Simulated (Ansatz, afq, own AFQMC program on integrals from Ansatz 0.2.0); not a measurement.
**Atomization energy of AlH, triplet**

```xyz
2

Al    0.0000    0.0000    0.0000
H     0.0000    0.0000    1.6045
```

Atoms in their ground-state spins without spin–orbit coupling (mostly on UHF) minus the molecule (UHF), without zero-point energy. The geometry is a stationary point, not shown to be a minimum.

Basis cc-pVTZ. Noble-gas cores (and the filled d shells of Ga–Kr and In–Xe) are frozen. AFQMC by an in-house program on the Cholesky factors that Ansatz 0.2.0 writes for its CCSD(T) run. ph-AFQMC/CISD is guided by a CISD state made of CCSD amplitudes; releasing the constraint for a short imaginary time cuts its bias at the price of noise, slowly where states lie close. Free projection: walkers drawn from exp(T), propagated without any constraint. Its projection time is finite, and what remains of the start isn't in its error. Uncertainties: one standard error, sampling alone. The errors of all members are added in quadrature.

Full CI on the same integrals is exact in this basis and with this determinant's frozen core.

Errors are counted within cc-pVTZ, not against nature.

Cautions: AlH (triplet): another spin lies lower.

Reference (full CI): 28.7 kcal/mol.

```
         level  atomization energy (kcal/mol)  error against FCI (kcal/mol)
            HF                           25.2                          -3.5
           MP2                           29.0                           0.3
          CCSD                           28.4                          -0.3
       CCSD(T)                           28.6                          -0.1
 ph-AFQMC/CISD                    28.7 ± 0.03                    0.0 ± 0.03
released AFQMC                    28.7 ± 0.03                    0.1 ± 0.03
    free AFQMC                    28.7 ± 0.02                    0.0 ± 0.02
```

Correlation beyond CCSD(T) adds 0.1 kcal/mol. The perturbative (T) step is worth +0.2 kcal/mol.

Free projections are given only where their last times agree within the noise and don't stop above the reference; a slow remainder of the start can still hide under it. A walk keeps the symmetry of its determinant, which the program's search chose and which needn't be the lowest solution, so a lower state of the same spin and another symmetry isn't excluded. Released energies are given only where the last usable release times agree within the noise; a slower fall can still hide under it.
